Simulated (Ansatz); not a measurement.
Relaxation of AlClH$_{5}$P (8 atoms, charge 0, multiplicity 1), to a largest force component of 0.03 eV/Å in at most 50 steps.

All numbers below come from RKS B3LYP-D4/def2-SVP in Ansatz.

```xyz
8
Properties=species:S:1:pos:R:3
Al 0.110 -0.548 -0.371
Cl -0.124 0.279 2.942
H 1.449 0.236 -0.677
H -1.318 -0.002 -0.778
P 0.221 -2.575 0.708
H -0.698 -3.312 -0.093
H 1.415 -3.086 0.125
H -0.086 -1.054 2.817
```

Where does it end, and by what steps?

It converged. After 7 steps the energy has fallen by 0.140 eV; Cl2 moved furthest, 0.47 Å.

```csv
step,energy less start (eV),largest force component (eV/Å),accepted
0,0.0000,0.984,yes
1,-0.0653,0.556,yes
2,-0.0938,0.453,yes
3,-0.1321,0.332,yes
4,-0.1363,0.190,yes
5,-0.1352,0.174,no
6,-0.1395,0.069,yes
7,-0.1401,0.021,yes
```

```xyz
8
Properties=species:S:1:pos:R:3
Al 0.090 -0.477 -0.127
Cl -0.130 0.277 2.470
H 1.439 0.280 -0.465
H -1.326 0.021 -0.631
P 0.236 -2.674 0.758
H -0.707 -3.340 -0.075
H 1.406 -3.130 0.085
H -0.038 -1.019 2.657
```

Whether the end is a true minimum wasn't checked by a vibrational analysis.

Time of the run: 14 s on 1 thread of Intel(R) Xeon(R) 6975P-C (Granite Rapids), with other jobs on the host, peak memory 0.17 GiB.
